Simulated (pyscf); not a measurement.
PySCF, gas phase, ωB97X-D3(BJ)/def2-SVP geometries.

Problem. What is the homolytic dissociation enthalpy (298 K, ωB97M-D3(BJ)/def2-TZVP) of the Mo–Si bond of O=Mo(=O)(SiH₃)–Cl, to [O=Mo(=O)–Cl]• + SiH₃•?

Solution. Mo–Si to [O=Mo(=O)–Cl]• + SiH₃•: 58.6 kcal/mol. The 7 functionals that were run give +53.8 (M06-2X) to +66.9 kcal/mol (ωB97X-D3(BJ)/def2-TZVP). The radicals are drawn with the spin at the cut bond; how far it spreads was not checked. Other isomers of [O=Mo(=O)–Cl]• were not searched in full and may lie lower. Open-shell species with a d-block atom are single-reference here; other states, and whether the spin sits on metal or ligand, were not checked. Elements past Kr carry the def2 core potentials, without spin-orbit coupling.
